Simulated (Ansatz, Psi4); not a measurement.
## Psi4 → Ansatz

This Psi4 1.11 job computes doublet [Si2NH7]+:

input.in:
```
memory 2200 MB

molecule geom {
  1 2
  Si    -1.97060640     1.43314940    -1.66294009
  N      0.22674824     0.94563785     0.69668533
  Si     1.88184597    -1.76738526     1.42748022
  H     -2.59574670    -1.07196604    -2.75567422
  H     -1.00586342     3.10927978    -3.70875759
  H     -4.29776633     2.63344674    -0.63577946
  H      0.68406196     2.48931733     1.72520657
  H      0.76172970    -3.85936877    -0.06564909
  H      1.69553787    -2.34896737     4.17312000
  H      4.62005912    -1.56314366     0.80630834
  units au
  symmetry c1
  no_reorient
  no_com
}

set reference uks
set puream true
set e_convergence 1e-09
set d_convergence 1e-08
set scf_type pk
set dft_radial_points 99
set dft_spherical_points 590
set maxiter 100

energy("wb97x/6-31G*")
```

```bash
$ psi4 -i input.in -o input.out -n 1
```

The coordinates come from a PBE0-D4/def2-TZVP relaxation. That shape belongs to the parent species and isn't relaxed for this state.

It gives a total energy of -637.549628 Eh.

**Question.** Write the same calculation for Ansatz 0.2.0 as an input file of the program's own.

**Answer.** One way, which was run:

job.yaml:
```yaml
basis:
  gaussian:
    orbitals: 6-31G_st_-spherical.json
crystal:
  periodic: [false, false, false]
  atoms:
    - symbol: Si
      position_ang: [-1.042800, 0.758390, -0.879990]
    - symbol: "N"
      position_ang: [0.119990, 0.500410, 0.368670]
    - symbol: Si
      position_ang: [0.995830, -0.935260, 0.755390]
    - symbol: H
      position_ang: [-1.373610, -0.567260, -1.458240]
    - symbol: H
      position_ang: [-0.532280, 1.645360, -1.962590]
    - symbol: H
      position_ang: [-2.274280, 1.393560, -0.336440]
    - symbol: H
      position_ang: [0.361990, 1.317290, 0.912940]
    - symbol: H
      position_ang: [0.403090, -2.042290, -0.034740]
    - symbol: H
      position_ang: [0.897240, -1.243020, 2.208320]
    - symbol: H
      position_ang: [2.444830, -0.827180, 0.426680]
total_charge: 1
magnetization:
  spin_polarized: true
  initial_magnetization: 1
hamiltonian:
  xc: {name: wB97X}
accuracy: high
output:
  orbitals: {seedname: orbitals}
```

```bash
$ ansatz run job.yaml --threads 1 --pin off --max-ram 3480MiB --events-out events.jsonl --progress --plain --runs-dir runs
```

(Basis files named in the input come from the Basis Set Exchange and aren't shown.)

Its energy is -637.549627 Eh, the same as the first but for the last digit, at most.
